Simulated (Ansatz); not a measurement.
Ansatz (a program for electronic structure) input (PBE/cc-pVDZ):

Ansatz 0.2 input:
```yaml
crystal:
  periodic: [false, false, false]
  atoms:
    - {symbol: O, position_ang: [-0.00000000, -0.00000000, -0.10852476]}
    - {symbol: H, position_ang: [0.00000000, 0.00000000, 0.86819804]}
basis:
  gaussian:
    orbitals: cc-pVDZ
hamiltonian:
  xc: {name: PBE}
magnetization: {spin_polarized: true, initial_magnetization: 1}
```

Output:

```
Functional definition: PBE
integrals: 0.00 GiB planned
193 factors; their error is unknown
mean field: 0.05 GiB planned
mean field evaluation 1: about -2057.1083 eV, gradient 1.9e1 eV
mean field evaluation 2: about -2055.9103 eV, gradient 2.6e1 eV
mean field evaluation 4: about -2058.4220 eV, gradient 1.6e-1 eV
mean field evaluation 8: about -2058.4088 eV, gradient 5.3e-4 eV
mean field evaluation 16: about -2058.4088 eV, gradient 9.8e-2 eV
mean field -2058.40883242 eV, -75.6451293520 hartree, gradient 2.5e-6 eV, S^2 0.751498; 3 other end points of the search recorded, 0 dependent functions left out
reference -2058.40884442 eV, -75.6451297930 hartree; 5, 4 occupied and 14, 15 virtual orbitals, 193 factors
Total energy: -2058.40884442 eV, -75.6451297930 hartree
```
